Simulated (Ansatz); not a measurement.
Consider AlN in the wurtzite structure (space group P6_3mc, No. 186; a = 3.107 Å, c = 4.978 Å).

All numbers come from plane-wave PAW DFT at the r2SCAN level (Ansatz, an electronic-structure program, 500 eV), no spin-orbit coupling, earlier PAW set.

Now apply this change: Ga takes the place of Al on all its sites; the structure is relaxed again.

Measured band gap: AlN 6.51 eV (static lattice; corrected from measurement; as listed in Martin Feneberg et al., Physical Review B (2010)); GaN 3.68 eV (static lattice; corrected from measurement; as listed in Wei Chen et al., Physical Review Materials (2018)).

Measured lattice parameter a: AlN 3.1113 Å (0 K or low temperature; as listed in arXiv:1206.3780); GaN 3.189 Å (room temperature; as listed in M J Lucero, T M Henderson, G E Scuseria, Journal of Physics Condensed Matter (2012)).

Question: How well does r2SCAN reproduce the measured shift?

Answer: With r2SCAN the band gap moves by -2.52 eV (4.87 → 2.35) against -2.83 eV measured; the lattice parameter a moves by +0.077 Å (3.107 → 3.183) against +0.078 Å measured.

No phonon test of stability was made.
